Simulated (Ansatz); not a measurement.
The inner images of a band of C2H8Si + H (12 atoms, charge 0, multiplicity 2) are given out of order.

Method: UHF/6-31G* (Ansatz 0.2.0).

Initial state:

```xyz
12
Properties=species:S:1:pos:R:3
Si -0.014 -0.026 -0.290
H -0.184 -0.307 1.154
C 1.828 0.040 -0.708
H 2.322 -0.894 -0.456
H 1.986 0.220 -1.768
H 2.326 0.835 -0.160
C -0.883 1.594 -0.726
H -1.941 1.551 -0.483
H -0.453 2.429 -0.179
H -0.798 1.815 -1.786
H -0.648 -1.140 -1.035
H -0.173 -0.298 4.608
```

Final state:

```xyz
12
Properties=species:S:1:pos:R:3
Si -0.121 -0.223 -1.004
H -0.088 -0.127 3.560
C 1.758 -0.101 -0.781
H 2.233 -1.069 -0.915
H 2.194 0.585 -1.504
H 2.012 0.259 0.211
C -0.967 1.461 -0.791
H -2.041 1.381 -0.931
H -0.790 1.864 0.202
H -0.591 2.182 -1.514
H -0.440 -0.787 -2.339
H 0.206 0.396 3.978
```

Problem. Put them in order from the first end to the last, with their energies above the first end.
A.
```xyz
12
Properties=species:S:1:pos:R:3
Si 0.002 -0.002 -0.092
H -0.119 -0.190 1.634
C 1.831 0.030 -0.576
H 2.325 -0.896 -0.298
H 1.953 0.161 -1.649
H 2.353 0.845 -0.083
C -0.895 1.587 -0.591
H -1.942 1.552 -0.306
H -0.451 2.455 -0.111
H -0.850 1.745 -1.665
H -0.664 -1.174 -0.706
H -0.176 -0.293 2.615
```
B.
```xyz
12
Properties=species:S:1:pos:R:3
Si -0.009 -0.021 -0.215
H -0.155 -0.264 1.237
C 1.828 0.034 -0.656
H 2.324 -0.892 -0.382
H 1.975 0.184 -1.723
H 2.333 0.844 -0.137
C -0.887 1.589 -0.670
H -1.936 1.555 -0.390
H -0.438 2.439 -0.163
H -0.838 1.779 -1.739
H -0.654 -1.152 -0.920
H -0.176 -0.275 3.929
```
C.
```xyz
12
Properties=species:S:1:pos:R:3
Si -0.039 -0.076 -0.443
H -0.162 -0.261 2.745
C 1.831 0.019 -0.737
H 2.314 -0.919 -0.480
H 2.061 0.236 -1.778
H 2.282 0.798 -0.129
C -0.901 1.584 -0.752
H -1.953 1.533 -0.486
H -0.450 2.373 -0.157
H -0.837 1.879 -1.796
H -0.641 -1.135 -1.288
H -0.139 -0.211 3.472
```
D.
```xyz
12
Properties=species:S:1:pos:R:3
Si -0.057 -0.109 -0.604
H -0.187 -0.297 3.214
C 1.824 0.010 -0.811
H 2.296 -0.956 -0.662
H 2.087 0.358 -1.807
H 2.253 0.703 -0.093
C -0.903 1.574 -0.822
H -1.976 1.494 -0.678
H -0.526 2.296 -0.104
H -0.730 1.973 -1.818
H -0.618 -1.094 -1.562
H -0.095 -0.131 3.919
```
E.
```xyz
12
Properties=species:S:1:pos:R:3
Si -0.015 -0.033 -0.287
H -0.138 -0.218 2.256
C 1.840 0.022 -0.665
H 2.323 -0.900 -0.354
H 2.029 0.157 -1.726
H 2.322 0.839 -0.134
C -0.905 1.592 -0.679
H -1.942 1.549 -0.360
H -0.438 2.426 -0.163
H -0.891 1.808 -1.744
H -0.667 -1.179 -0.960
H -0.151 -0.243 2.990
```
F.
```xyz
12
Properties=species:S:1:pos:R:3
Si -0.098 -0.180 -0.807
H -0.142 -0.222 3.444
C 1.793 -0.040 -0.810
H 2.258 -1.021 -0.807
H 2.144 0.491 -1.692
H 2.148 0.498 0.064
C -0.932 1.523 -0.823
H -2.013 1.430 -0.826
H -0.651 2.105 0.050
H -0.645 2.090 -1.706
H -0.552 -0.981 -1.970
H 0.057 0.128 4.053
```
G.
```xyz
12
Properties=species:S:1:pos:R:3
Si 0.002 -0.002 -0.133
H -0.106 -0.177 1.331
C 1.829 0.030 -0.610
H 2.322 -0.894 -0.318
H 1.962 0.150 -1.681
H 2.348 0.848 -0.118
C -0.893 1.587 -0.625
H -1.937 1.553 -0.324
H -0.443 2.454 -0.148
H -0.864 1.748 -1.699
H -0.661 -1.166 -0.764
H -0.192 -0.309 3.260
```

Solution. B (+0.01 eV), G (+0.11 eV), A (+0.74 eV), E (+0.05 eV), C (-0.14 eV), D (-0.17 eV), F (-0.18 eV).

The run took 2.5 min on 1 thread of Arm Neoverse V1, with other jobs on the host, peak memory 0.14 GiB.
